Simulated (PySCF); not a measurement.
## Reading a saddle point

A first-order saddle point of C$_{2}$H$_{5}$Al, singlet, PBE0-D4/def2-TZVP, with one imaginary mode of 668i cm⁻¹:

| atom | x (Å) | y (Å) | z (Å) |
| --- | --- | --- | --- |
| Al1 | -0.8015 | -0.5946 | -0.4317 |
| H2 | -0.4529 | -0.9968 | 1.1195 |
| H3 | -0.2630 | -1.6642 | -1.4720 |
| H4 | -2.1544 | 0.2238 | -0.5580 |
| C5 | 0.7347 | 0.8812 | -0.2917 |
| C6 | 0.8003 | 0.3939 | 0.8397 |
| H7 | 1.0462 | 1.5667 | -1.0540 |
| H8 | 1.0905 | 0.1900 | 1.8481 |

Program: PySCF 2.14 with density fitting (its default auxiliary sets; JK sets also for MP2 and CCSD(T)). Basis: def2-TZVPP and def2-QZVPP. Cores are frozen in the correlated methods. Extrapolation: Hartree–Fock as exp(−7.88 √X), correlation as X^−2.97.

Question: Which contacts change along the imaginary mode, and what lies on either side? (Judge from chemistry; the calculation decides.)

Answer: The calculation gives: The step is C₂H₂ (C#C) + AlH₃ → C₂H₅Al ([CH2][CH][AlH2]), with the molecules in contact on both sides. Shortening one way: Al1–C5, H2–C6; lengthening the same way: Al1–H2.
```
  pair  one side (Å)  saddle (Å)  other side (Å)
Al1–C5          2.45        2.13            1.94
 H2–C6          2.71        1.89            1.09
Al1–H2          1.60        1.64            2.96
```

Question: Which side is lower, and how far does the saddle lie above each? (Judge from chemistry; the value comes from the calculation.)

Answer: Computed: The side with Al1–C5, H2–C6 short is lower by 155.1 kJ/mol; the saddle lies 202.2 kJ/mol above it and 47.1 kJ/mol above the other (CCSD(T) at an estimated basis limit (MP2 extrapolated from triple and quadruple zeta, plus CCSD(T) − MP2 in triple zeta); electronic energies).

No T1 diagnostic of these runs exceeds 0.019.

Labels in which every atom is bracketed show which atoms are joined, not bond orders.

For scale, one of the runs: CCSD(T)/def2-TZVPP, 174 basis functions, launched by `OMP_NUM_THREADS=4 python run.py`. The run took 2.5 min on 4 CPU threads of an Arm Neoverse V1 (shared host), with 1.2 GiB of host memory at its peak.
